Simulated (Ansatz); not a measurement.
in.yaml

```yaml
crystal:
  periodic: [false, false, false]
  atoms:
    - {symbol: H, position_ang: [-2.656485, 0.047936, 0.000000]}
    - {symbol: H, position_ang: [-1.651485, 0.047936, 0.000000]}
    - {symbol: Si, position_ang: [0.135515, 0.047936, 0.000000]}
    - {symbol: H, position_ang: [0.531949, -1.431577, 0.000000]}
basis:
  gaussian: {orbitals: cc-pVTZ}
magnetization: {spin_polarized: true, initial_magnetization: 1}
hamiltonian: {xc: {name: PBE}}
output: {orbitals: {seedname: orbitals}}
```

```sh
$ ansatz run in.yaml --threads 1 --pin off --events-out ev --progress --plain --max-ram 2393MiB
```

Output:

```
455 factors; their error is unknown
mean field evaluation 1: about -7916.8716 eV, gradient 1.1e1 eV
mean field evaluation 2: about -7914.6605 eV, gradient 1.7e1 eV
mean field evaluation 4: about -7917.6644 eV, gradient 6.2e0 eV
mean field evaluation 8: about -7918.1752 eV, gradient 1.5e-1 eV
mean field evaluation 16: about -7918.1520 eV, gradient 4.2e-3 eV
mean field evaluation 32: about -7917.9246 eV, gradient 1.7e-4 eV
mean field evaluation 64: about -7917.4545 eV, gradient 6.0e0 eV
mean field -7918.15195386 eV, -290.9867171883 hartree, gradient 9.4e-6 eV, S^2 0.758356; 7 other end points of the search recorded, 0 dependent functions left out
reference -7918.15198772 eV, -290.9867184324 hartree; 9, 8 occupied and 67, 68 virtual orbitals, 455 factors
Total energy: -7918.15198772 eV, -290.9867184324 hartree
```

Ran on 1 thread of Intel Xeon Platinum 8259CL, shared host: 6.5 s wall, 0.13 GiB peak host memory.
